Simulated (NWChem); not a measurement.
# Lowest excitation of difluoromethane (CH2F2)

```
C
F 1 1.3440
F 1 1.3440 2 109.24
H 1 1.1045 2 108.98 3 -118.98
H 1 1.1045 4 111.63 2 120.43
```
Charge 0, spin multiplicity 1.

Everything below was run with NWChem. The geometry was optimised at PBE0/def2-SVP, a minimum by its harmonic frequencies.

Basis set: def2-SVPD.

B3LYP has NWChem's definition, with VWN1-RPA local correlation.

One of these methods gave a lowest vertical singlet excitation energy of 11.15 eV. Which?
A) TD-B3LYP
B) CIS
C) TD-PBE
D) TD-BHandHLYP

B, CIS. The others give 8.32 (TD-PBE), 9.96 (TD-BHandHLYP), 9.03 (TD-B3LYP).
